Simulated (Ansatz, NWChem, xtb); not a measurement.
# Redistribution: C3H7FO + C2H2FN → C2H4F2O + C3H5N

Gas-phase species: C3H7FO `COC(C)F`, singlet; C2H2FN (fluoroacetonitrile) `N#CCF`, singlet; C2H4F2O `COC(F)F`, singlet; C3H5N (propanenitrile) `CCC#N`, singlet. The partners trade CH3 for F; both sit on C, so the bond types are kept.

Shapes, held fixed at every level: PBE0-D4/def2-TZVP. Flexible molecules stand in one conformer, not always the lowest. Programs: Ansatz 0.2.0, NWChem 7.3.0, xtb 6.7.1. The zero-point and thermal change to 298 K, harmonic and unscaled (PBE0-D4/def2-TZVP), is +1.1 kJ/mol.

```json
{"level": "GFN1-xTB", "kind": "semi-empirical", "ΔH(298 K) (kJ/mol)": "-25.0", "less CCSD(T)/CBS estimate": "+33.7"}
{"level": "r2SCAN-D4/def2-TZVPP", "kind": "meta-GGA", "ΔH(298 K) (kJ/mol)": "-62.9", "less CCSD(T)/CBS estimate": "-4.2"}
{"level": "B3LYP/6-31G* (Cartesian functions)", "kind": "global hybrid", "ΔH(298 K) (kJ/mol)": "-63.7", "less CCSD(T)/CBS estimate": "-5.0"}
{"level": "BHLYP-D4/def2-TZVPP", "kind": "global hybrid", "ΔH(298 K) (kJ/mol)": "-61.0", "less CCSD(T)/CBS estimate": "-2.3"}
{"level": "r2SCAN0-D4/def2-TZVPP", "kind": "global hybrid", "ΔH(298 K) (kJ/mol)": "-66.3", "less CCSD(T)/CBS estimate": "-7.6"}
{"level": "MP2/def2-SVP", "kind": "perturbation theory", "ΔH(298 K) (kJ/mol)": "-70.4", "less CCSD(T)/CBS estimate": "-11.7"}
{"level": "MP2/def2-TZVPP", "kind": "perturbation theory", "ΔH(298 K) (kJ/mol)": "-63.9", "less CCSD(T)/CBS estimate": "-5.2"}
{"level": "CCSD(T)/CBS estimate", "kind": "coupled cluster or CI", "ΔH(298 K) (kJ/mol)": "-58.7", "less CCSD(T)/CBS estimate": "0.0"}
```

The highest level, CCSD(T)/CBS estimate, gives ΔH(298 K) = -58.7 kJ/mol; the levels span -70.4 to -25.0. The column of differences is taken from that level and isn't an error. No measured value is set beside it here. The CBS estimate extrapolates MP2 from def2-TZVPP and def2-QZVPP and adds CCSD(T) − MP2 in the triple-zeta set, cores frozen.
